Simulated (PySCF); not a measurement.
## How methods differ on the ionisation energy of O

O [He] 2s2 2p4 (3P) → O⁺ [He] 2s2 2p3 (4S), as a difference of total energies. Computed with PySCF 2.14 in aug-cc-pVQZ, with the non-relativistic Hamiltonian (point nucleus). Correlated levels: valence: 1s2 frozen. The calculations carry no spin-orbit coupling.

```tsv
method	ionisation energy (eV)
UHF	12.025
LDA	14.003
PBE	14.064
PBE0	13.850
r2SCAN	13.716
PBEsol	13.844
HSE06	13.874
wB97M-V	13.799
BP86	14.211
MP2 (valence)	13.434
SCS-MP2 (valence)	13.562
```

A first-order spin-orbit estimate (lowest level to lowest level, LS coupling) adds 0.010 eV.

Errors of the correlated levels include the incompleteness of this basis and the frozen core.

Task: Which method comes closest to the reference value, and which is furthest?

Result: The reference is 13.618 eV (measured; NIST Atomic Spectra Database, ionization energies). Closest: SCS-MP2 (valence) (error -0.047 eV); furthest: UHF (error -1.584 eV), both after the spin-orbit estimate.
